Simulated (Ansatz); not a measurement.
H₂O, singlet along the angle H2-O1-H3

Starting geometry (PBE0/def2-TZVP stationary point for this spin, not checked as a minimum):

```xyz
3

O     0.0000   -0.0653    0.0000
H     0.0000    0.5184   -0.7615
H     0.0000    0.5184    0.7615
```

From there the angle named below is changed in its plane at fixed bond lengths, both arms turning rigidly about the middle atom; atoms are numbered as listed. Energies are in eV, counted from the starting geometry at the same level. Kohn–Sham curves are unrestricted where that lies lower.

Basis 6-31G; Ansatz 0.2.0. Correlated methods freeze the noble-gas cores.

Full CI is exact within this basis and frozen core; it isn't the basis-set limit.

```csv
angle H2-O1-H3 (°),B2PLYP
71.3,1.192
86.1,0.418
103.6,0.011
105.1,0.000
123.7,0.108
142.1,0.519
162.0,0.986
180.0,1.158
```

Q: Estimate the full CI curve in 6-31G from this one, knowing how B2PLYP differs from it in such a basis.

A: The computed full CI values, in eV from the starting point, and the difference of B2PLYP against them:
```csv
angle H2-O1-H3 (°),full CI,B2PLYP less full CI
71.3,1.236,-0.044
86.1,0.441,-0.023
103.6,0.012,-0.001
105.1,0.000,0.000
123.7,0.107,0.001
142.1,0.550,-0.031
162.0,1.082,-0.096
180.0,1.288,-0.130
```

The difference spans 0.131 eV and is largest, -0.130 eV, at 180.0 °.

In so small a basis the reference is far from its limit. A double hybrid takes much of its correlation from a semilocal functional, which needs less basis, so its difference from the reference holds the reference's basis and frozen-core error beside its own. The set has no polarisation functions, which weighs most on the reference.
